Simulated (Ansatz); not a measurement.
Gas-phase electronic energies from Ansatz, PBE0-D4/def2-TZVP geometries. CCSD(T)/CBS is the MP2 limit (def2-TZVPP, def2-QZVPP) plus CCSD(T) − MP2 in def2-TZVPP, frozen cores. This one scheme is used for every species. Double bonds are as drawn, so ΔE can hold a change between cis and trans. Each species was taken in one conformer, which may not be the lowest.

Reaction (substitution at a C–C bond): `F/C=C\C=C/F` + CH₃OH → `CO/C=C/F` + `C=CF`

| species | HF/CBS(def2) energy (Eh) |
| --- | --- |
| `F/C=C\C=C/F` | -352.78948 |
| CH₃OH | -115.10180 |
| `CO/C=C/F` | -290.89873 |
| `C=CF` | -176.97179 |

Task: Work out ΔE.

Result: ΔE = (-290.89873) + (-176.97179) − (-352.78948) − (-115.10180) = 0.02076 Eh = +54.5 kJ/mol. CCSD(T)/CBS gives +60.5 kJ/mol.

Largest T1 diagnostic among the species: 0.013.

In def2-TZVPP, CCSD(T) changes the Hartree–Fock value by +3.8 kJ/mol (the triples alone add +0.6 kJ/mol) and MP2 by +10.2 kJ/mol.
